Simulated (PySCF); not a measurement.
Geometry:
```tsv
atom	x (Å)	y (Å)	z (Å)
C1	-1.553	-0.491	0.042
N2	-0.411	0.089	-0.606
P3	1.042	0.068	-0.049
H4	-1.490	-1.593	0.166
H5	-2.453	-0.301	-0.566
H6	-1.765	-0.073	1.049
H7	1.762	-1.166	0.163
H8	1.912	0.742	-0.934
H9	1.384	0.688	1.209
```

Geometry: PBE0-D3(BJ)/def2-SVP; GIAO absolute shieldings from PySCF 2.14, gas phase, non-relativistic, averaged over equivalent atoms.

At LDA/pcSseg-2 (199 basis functions, 11 s wall time on 1 thread of an Arm Neoverse V2, shared host):
```json
{"atoms": "C1", "σ (ppm)": "144.1"}
{"atoms": "N2", "σ (ppm)": "246.3"}
{"atoms": "P3", "σ (ppm)": "382.6"}
{"atoms": "H7/H8/H9", "σ (ppm)": "22.88"}
{"atoms": "H4/H5/H6", "σ (ppm)": "27.73"}
```

Predict the values at BLYP/pcSseg-2 on the same geometry.

Answers


```json
{"atoms": "C1", "σ at BLYP/pcSseg-2": "137.0", "change": "-7.1"}
{"atoms": "N2", "σ at BLYP/pcSseg-2": "228.4", "change": "-17.9"}
{"atoms": "P3", "σ at BLYP/pcSseg-2": "384.7", "change": "+2.1"}
{"atoms": "H7/H8/H9", "σ at BLYP/pcSseg-2": "23.80", "change": "+0.92"}
{"atoms": "H4/H5/H6", "σ at BLYP/pcSseg-2": "28.25", "change": "+0.52"}
```

The largest change is at N2 (nitrogen bonded to C, P). Cost: 199 basis functions, 12 s wall time on 1 thread of an Arm Neoverse V2, shared host.
